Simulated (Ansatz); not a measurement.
## [H···H···S], triplet in 6-31G: errors against full CI

Geometry: a point of a hydrogen-transfer path between rigid fragments, not a stationary point.

```xyz
3

H     0.0000    0.0000   -1.0583
H     0.0000    0.0000   -0.2753
S     0.0000    0.0000    1.3337
```

Basis 6-31G; Ansatz 0.2.0. Correlated methods freeze the noble-gas cores, which leaves 8 electrons in 12 orbitals. Prefix R: restricted or restricted open-shell reference; prefix U: unrestricted. Active spaces: pair = (4e, 4o) about the gap; valence = (8e, 6o) chosen from the atoms' valence shells.

Full CI is exact within this basis and frozen core; it isn't the basis-set limit. The frozen core follows each run's orbitals, which can shift R against U totals by a few meV.

For open shells CISD and CISDTQ are restricted-active-space CI with the open shells as a complete middle space.

The UHF ⟨S²⟩ is 2.019. The T1 diagnostic (RCCSD) is 0.0212, the largest doubles amplitude (RCCSD) is 0.064 and the T1 diagnostic (UCCSD) is 0.0096.

| level | E − E(RHF) (eV) |
| --- | --- |
| UHF | -0.1287 |
| RMP2 | -1.1608 |
| UMP2 | -1.1862 |
| RCCSD | -1.5573 |
| UCCSD | -1.5583 |
| RCCSD(T) | -1.5693 |
| UCCSD(T) | -1.5694 |

Task: Estimate how far full CI in 6-31G lies from RCCSD(T). The table doesn't fix it; the size of (T) and the diagnostics are the guide.

Result: Full CI in 6-31G lies 0.3 kJ/mol below RCCSD(T), which is 30 % of the (T) step (-1.2 kJ/mol). The diagnostics give no warning, yet the rest is a sizeable part of (T).

The other levels:

```csv
level,E − E(full CI) (kJ/mol),share of correlation (%),wall time
CISD,4.5,97.06,0.36 s
BCCD(T),0.4,99.75,0.45 s
RCCSDT,0.0,99.98,–
UCCSDT,0.0,99.99,–
CISDTQ,0.1,99.96,0.72 s
RCCSDT(Q),0.0,99.99,1.9 s
UCCSDT(Q),0.0,100.00,1.7 s
RCCSDTQ,0.0,99.99,10 s
UCCSDTQ,0.0,100.00,10 s
CASSCF (pair space),94.4,37.82,–
NEVPT2 (pair space),23.4,84.58,0.33 s
CASSCF (valence space),90.2,40.58,–
NEVPT2 (valence space),28.4,81.28,0.24 s
MRCISD (valence space),2.8,98.16,–
MRCISD+Q (valence space),1.0,99.34,0.51 s
```

The correlation energy at full CI, counted from RHF, is -1.573 eV. That run took 0.78 s on 1 thread of Intel Xeon Platinum 8488C, shared host over 61,184 determinants.

Times hold each run's SCF and search for its determinant on a shared host, so for small cases they say little of a method's own cost; they ran on 1 thread of Intel Xeon Platinum 8488C.

The full-CI state has the irrep B2 of C2v, in the program's axes (one component, if the state is degenerate).

Natural occupations of full CI about the gap: 1.988 1.986 1.967 0.999 0.997 0.027 0.013 0.008 0.005 0.004; effectively unpaired electrons, Σ n²(2−n)², 2.01.
